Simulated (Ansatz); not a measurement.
The first iterations of a band of AlH5SSi (8 atoms, charge 0, multiplicity 1).

These are results of Ansatz 0.2.0, RKS PBE-D4/def2-SVP, not measurements.

```
movable images  : 5
climbing image  : yes
spring          : 5.0 eV/Å²
optimiser       : quadratic models (default)
start path      : IDPP
force threshold : 0.03 eV/Å
iteration limit : 60
end points      : relaxed
```

First end point:

```xyz
8
Properties=species:S:1:pos:R:3
Al -0.640 1.281 -1.260
S 0.959 -0.221 -1.085
Si 0.582 -1.019 0.899
H -1.673 1.473 -0.058
H -0.663 2.101 -2.626
H 1.187 -2.393 0.936
H -0.891 -1.110 1.184
H 1.232 -0.168 1.954
```

Last end point:

```xyz
8
Properties=species:S:1:pos:R:3
Al 0.566 1.376 -1.173
S -0.733 -0.400 -1.221
Si -0.468 -1.105 0.816
H 1.336 1.725 0.182
H 0.657 2.220 -2.521
H 0.968 -1.456 1.094
H -1.314 -2.338 0.950
H -0.920 -0.079 1.818
```

| iteration | highest image above the first end (eV) | largest band force component (eV/Å) |
| --- | --- | --- |
| 1 | 0.381 | 1.638 |
| 2 | 0.064 | 0.320 |

**Question.** Does the band converge within its limit, and where does its top end?

**Answer.** The run converged. It ended after 7 iterations with the highest image 0.001 eV above the first end. The top lies less than 8 meV above the higher end, about what the thresholds resolve: that end is a shoulder or a very shallow well. A vibrational analysis at the climbing image gives no mode beyond 40i cm⁻¹: the surface is too flat there to confirm a saddle point.

The run took 83 s on 1 thread of Arm Neoverse V1, on a shared host, peak memory 0.14 GiB.
